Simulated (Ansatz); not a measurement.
These are frozen-core CCSD(T)/cc-pVTZ (Ansatz, a program for electronic structure) values and carry that method's errors.

Ansatz 0.2 input:
```yaml
crystal:
  periodic: [false, false, false]
  atoms:
    - { symbol: F, position_ang: [0.0, 0.0, 0.0] }
basis:
  gaussian: { orbitals: cc-pVTZ }
correlation:
  method: ccsd_t
magnetization:
  spin_polarized: true
  initial_magnetization: 1
```

Output:

```
Functional definition: HF
185 factors; integrals over basis functions are off by at most 2.5e-4 eV
mean field evaluation 1: about -2704.7552 eV, gradient 9.0e0 eV
mean field evaluation 2: about -2704.7557 eV, gradient 9.0e0 eV
mean field evaluation 4: about -2704.9590 eV, gradient 9.3e-1 eV
mean field evaluation 8: about -2704.9621 eV, gradient 9.1e-4 eV
mean field evaluation 16: about -2704.9621 eV, gradient 5.9e-2 eV
mean field evaluation 32: about -2704.9622 eV, gradient 3.7e-3 eV
mean field evaluation 64: about -2704.9618 eV, gradient 2.1e-1 eV
mean field -2704.96213149 eV, -99.4055248430 hartree, gradient 3.6e-6 eV, S^2 0.753414; 4 other end points of the search recorded, 0 dependent functions left out
1 core orbitals not correlated
reference -2704.96213149 eV, -99.4055248430 hartree; 4, 3 occupied and 25, 26 virtual orbitals, 185 factors
second order -5.43778377 eV of doubles, -0.00000000 eV of singles
cycle   1  -5.66481536 eV  change   -2.3e-1 eV  update   2.3e-2
cycle   2  -5.74147716 eV  change   -7.7e-2 eV  update   6.7e-3
cycle   3  -5.74859132 eV  change   -7.1e-3 eV  update   2.3e-3
cycle   4  -5.74777112 eV  change    8.2e-4 eV  update   8.4e-4
cycle   5  -5.74829468 eV  change   -5.2e-4 eV  update   2.0e-4
cycle   6  -5.74827830 eV  change    1.6e-5 eV  update   3.8e-5
cycle   7  -5.74828152 eV  change   -3.2e-6 eV  update   8.4e-6
perturbative correction -0.09769022 eV, -0.0035900495 hartree
Total energy: -2710.80810323 eV, -99.6203603419 hartree
```

Cost: very roughly 0.8 core-seconds.
